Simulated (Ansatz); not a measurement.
Consider the substitution at a C–O bond: `N=C(O)CN` + H–F → `N=C(F)CN` + H₂O.

Isolated molecules relaxed with PBE0-D4/def2-TZVP in Ansatz; ΔE leaves out vibrations. CCSD(T)/CBS adds triple-zeta CCSD(T) − MP2 to the extrapolated MP2 energy (def2 sets, frozen cores). This one scheme is used for every species. Functionals use def2-TZVPP. B3LYP here is the variant with VWN-RPA as its local correlation; programs differ in this. HSE06 is defined as in plane-wave codes. One conformer a species, not always the lowest.

`N=C(O)CN`:

Cartesian coordinates in Å:
```
N 1.916 -0.106 -0.250
C 0.746 -0.176 0.222
O 0.435 -1.161 1.085
C -0.435 0.725 -0.039
N -1.663 0.059 -0.422
H 2.007 0.678 -0.888
H 1.237 -1.689 1.195
H -0.156 1.445 -0.812
H -0.624 1.299 0.875
H -1.522 -0.482 -1.267
H -1.942 -0.593 0.300
```

H–F:

```xyz
2

F     0.414    0.132   -0.151
H    -0.414   -0.132    0.151
```

`N=C(F)CN`:

```xyz
10

N    -1.463    0.407   -0.613
C    -0.573   -0.460   -0.529
F    -0.663   -1.665   -1.139
C     0.711   -0.337    0.232
N     0.917    0.906    0.925
H    -2.245    0.098   -1.186
H     0.755   -1.174    0.939
H     1.529   -0.514   -0.474
H     0.874    1.675    0.268
H     0.157    1.064    1.577
```

H₂O:

```xyz
3

O    -0.051   -0.373   -0.100
H    -0.439    0.402   -0.514
H     0.490   -0.029    0.614
```

| level | ΔE (kJ/mol) | difference from CCSD(T)/CBS |
| --- | --- | --- |
| PBE-D4 | 13.0 | -4.0 |
| r2SCAN-D4 | 10.7 | -6.3 |
| B3LYP-D4 | 11.8 | -5.2 |
| r2SCANh-D4 | 11.9 | -5.1 |
| B2PLYP | 12.5 | -4.5 |
| BLYP | 5.8 | -11.2 |
| r2SCAN0 | 13.0 | -4.0 |
| HSE06 | 13.7 | -3.3 |
| MP2/def2-TZVPP | 20.5 | 3.5 |
| CCSD/CBS(def2) | 16.1 | -0.9 |
| CCSD(T)/CBS | 17.0 | 0 |

Largest T1 diagnostic among the species: 0.012.

The D4 term adds +3.1 kJ/mol with B3LYP and +1.7 kJ/mol with PBE0; it sums over pairs of atoms, weighted by their polarisabilities, and B3LYP, whose exchange is more repulsive, gets the larger term. Leaving LDA and LC-ωPBE aside and taking each functional with its dispersion term where it has one, the values, not all of them listed here, spread over 9.7 kJ/mol, from B97M-V to PBE-QIDH. LDA lies +6.2 kJ/mol from PBE without D4. From BLYP to BHLYP (50 % exact exchange), in def2-TZVPP and without D4, ΔE moves by +4.9 kJ/mol.

CCSD(T)/CBS has its own doubt, a few kJ/mol and more with outer-core shells, so smaller differences from it don't rank the levels.
